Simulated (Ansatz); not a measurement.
A made-up structure of CH$_{4}$NSi (charge -1), closed shell:

```xyz
7
angstrom
C -1.1109 -0.2785 -0.5264
N -0.1597 -0.7633 0.1396
Si 1.0186 0.1426 1.1551
H 0.0131 -1.7088 0.4809
H -1.2700 0.8089 -0.6768
H 1.0939 1.4827 0.3709
H 2.2892 -0.4665 0.5510
```

It is relaxed with PBE-D4/def2-SVPD and then PBE0-D4/def2-TZVPD (Ansatz 0.2.0). Atoms count as bonded within 1.22 times the sum of their covalent radii (H–H: 0.88 Å). The end point is not checked to be a true minimum.

Does its bonding change? (A judgement: the text doesn't fix the answer.)

By the calculation: No: no bond forms or breaks.

Where it ends: The first stage lowers the energy by 0.80 eV in 9 steps. It ends as CH₄NSi ([CH][NH][SiH2]), total charge -1:
| atom | x (Å) | y (Å) | z (Å) |
| --- | --- | --- | --- |
| C1 | -1.1458 | -0.3611 | -0.5685 |
| N2 | -0.1883 | -0.7329 | 0.2328 |
| Si3 | 1.1313 | 0.1643 | 1.2333 |
| H4 | -0.2123 | -1.7269 | 0.4542 |
| H5 | -1.0094 | 0.7373 | -0.7096 |
| H6 | 0.9799 | 1.4806 | 0.4610 |
| H7 | 2.3187 | -0.3441 | 0.3912 |

Labels in which every atom is bracketed show which atoms are joined, not bond orders.

For scale, one of the runs: PBE0-D4/def2-TZVPD relaxation, 153 basis functions, launched by `ansatz run in.yaml --threads 2 --pin off --events-out ev --progress --plain --max-ram 4352MiB`. The run took about 35 s on 2 CPU threads of an Arm Neoverse V2 (shared host).
